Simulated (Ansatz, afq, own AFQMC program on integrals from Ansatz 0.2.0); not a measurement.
## Si2H3, doublet in cc-pVDZ, levels against AFQMC with the constraint released

```xyz
5

Si    0.0000    0.0175    0.9534
Si    0.0000   -0.0707   -1.0486
H     0.0000    1.2106    1.8494
H     0.0000   -1.1860    1.8334
H     0.0000    1.4569   -1.0295
```

Connectivity, by distances: SiH2–SiH.

Basis cc-pVDZ. Noble-gas cores (and the filled d shells of Ga–Kr and In–Xe) are frozen. AFQMC by an in-house program on the Cholesky factors that Ansatz 0.2.0 writes for its CCSD(T) run. The CISD trial takes its coefficients from CCSD amplitudes. Released means that phaseless walkers are propagated on without the constraint, phases kept. ± is one standard error of the sampling.

Determinant: UHF, the one that the program's search chose, which needn't be the lowest solution. The geometry is a point of a scan.

No full CI on the walks' own integrals is used here. The released AFQMC energy serves as the reference, which it does only where one determinant dominates, the energy is flat over the last release times and near the phaseless one (40 meV or 2 meV an electron, half that with transition metals). On small molecules, where full CI could be run and the noise was under 10 meV, such values lay within 10 meV of it in 19 cases of 20, a flattering rate, since the rule was set on those same cases; what remains of the bias isn't in the error bar.

Cautions: the ph-AFQMC/HF walk drifts between its halves (2.3 errors); the released value is read at 2.40 1/Eh with a noise of 17 meV, more than in the cases checked (meV from the phaseless value at times in 1/Eh: 10 ± 9 at 0.24, 4 ± 8 at 0.51, -7 ± 9 at 0.99, -15 ± 11 at 1.62, -12 ± 17 at 2.40).

```
T1 diagnostic                               : 0.0152
weight of the determinant in the CISD state : 0.865
⟨S²⟩ of the determinant                     : 0.762
size of the correlated space                : 11 electrons in 41 orbitals
```

Reference: AFQMC with the constraint released, correlation energy -5.994 ± 0.017 eV.

| level | E − E(reference) (kJ/mol) | share of correlation (%) |
| --- | --- | --- |
| HF | 578.3 ± 1.6 | 0.00 |
| MP2 | 127.7 ± 1.6 | 77.93 |
| CCSD | 19.2 ± 1.6 | 96.68 |
| CCSD(T) | 2.4 ± 1.6 | 99.59 |
| ph-AFQMC/HF | 9.5 ± 3.5 | 98.35 |
| ph-AFQMC/CISD | 1.2 ± 1.9 | 99.80 |

A walk keeps the symmetry of its determinant, which the program's search chose and which needn't be the lowest solution, so a lower state of the same spin and another symmetry isn't excluded. Released energies are given only where the last usable release times agree within the noise; a slower fall can still hide under it.
